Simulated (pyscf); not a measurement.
Optimised with ωB97X-D3(BJ)/def2-SVP in PySCF.

Problem. chloroethane (H₃C–CH₂–Cl) + silane (SiH₄) -> H₃C–CH₂–SiH₃ + hydrogen chloride (HCl)
Surface: singlet. Broken: C–Cl, H–Si. Formed: C–Si, Cl–H. Give ΔE‡ and ΔE from ωB97M-D3(BJ)/def2-TZVP, relative to the separated reactants.

Solution. ΔE‡ = 3.58 eV, ΔE = -0.46 eV. Zero-point energy shifts the barrier by -0.09 eV. It is a four-centre exchange, with an imaginary mode of 553i cm⁻¹. H₃C–CH₂–SiH₃ lies 0.56 eV over its isomer H₃C–SiH₂–CH₃ (electronic energy, ωB97M-D3(BJ)/def2-TZVP). This is the saddle that the search found; another between the same sides may lie lower. One closed-shell reference is unstable to symmetry breaking; treat the single-reference values with care.
